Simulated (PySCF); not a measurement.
Molecule: `CC#P`, C2H3P.

Numbering as in the mapped SMILES `[CH3:1][C:2]#[P:3]`. Each H is labelled by its parent atom.

Geometry PBE0-D3(BJ)/def2-SVP throughout; GIAO in PySCF, gas phase, one conformer, non-relativistic; equivalent atoms averaged; basis pcSseg-2.

**Question.** How do the absolute shieldings σ depend on the functional? (ppm; last column core-seconds on 1 thread of an Arm Neoverse V1, shared host)

**Answer.** 
```tsv
functional	kind	C2	C1	P3	H(C1)	core-s
WP04	global hybrid	-8.0	154.4	340.6	29.45	5.5
B97-2	global hybrid	3.1	167.1	355.3	29.11	5.1
BHandHLYP	global hybrid	-4.9	169.3	336.9	29.25	5.2
CAM-B3LYP	range-separated hybrid	-7.0	168.2	322.8	29.19	7.1
wB97X-D	range-separated hybrid	-4.7	169.0	339.9	29.26	6.9
LC-wPBE	range-separated hybrid	-4.2	173.5	309.1	29.35	10
```

**Question.** Which nucleus moves most, in ppm?

**Answer.** P3 (phosphorus bonded to C): from 309.1 ppm with LC-wPBE to 355.3 ppm with B97-2. The smallest spread is 0.34 ppm, at H(C1). Proton shifts span only some 12 ppm, so a few tenths of a ppm matter as much there as several ppm in carbon.
